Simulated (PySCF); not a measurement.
Potential energy of ClF⁻ along the bond

Set-up: PySCF, no relativity, basis sets Cl def2-TZVPPD, F def2-TZVPPD. Energies in eV from Cl⁻ + F in their ground configurations at the same level. State: ²Σ⁺ (doublet), unpaired electrons σ ↑.

| R (Å) | PBE | PBE0 |
| --- | --- | --- |
| 1.921 | -1.653 | -1.204 |
| 2.011 | -1.853 | -1.385 |
| 2.100 | -1.971 | -1.483 |
| 2.167 | -2.020 | -1.516 |
| 2.234 | -2.043 | -1.523 |
| 2.301 | -2.049 | -1.512 |
| 2.390 | -2.035 | -1.478 |
| 2.502 | -1.999 | -1.417 |
| 2.636 | -1.942 | -1.332 |
| 2.815 | -1.864 | -1.220 |

Q: Put a parabola through the three lowest points of the PBE curve and estimate Re, k and ωe (reduced mass 12.31 u; 1 eV/Å² = 0.16022 mdyn/Å; ωe = 1302.8·√(k/μ) cm⁻¹).

A: Through R = 2.234, 2.301, 2.39 Å the second-order coefficient is 1.58 eV/Å², so Re ≈ 2.296 Å, k ≈ 0.507 mdyn/Å and ωe ≈ 264 cm⁻¹. A polynomial fit of higher order to the unrounded PBE energies gives Re = 2.290 Å, k = 0.504 mdyn/Å, ωe = 264 cm⁻¹; anharmonicity and rounding make the difference.

The higher-order fit for each curve: PBE: Re = 2.290 Å, ωe = 264 cm⁻¹, De = 2.05 eV; PBE0: Re = 2.224 Å, ωe = 308 cm⁻¹, De = 1.52 eV.

For an ion De counts to the pair picked by the measured ionisation energies or electron affinities, which need not be the lowest pair at this level. The state is the lowest determinant that a PBE0 search found; another state may lie lower at other levels.
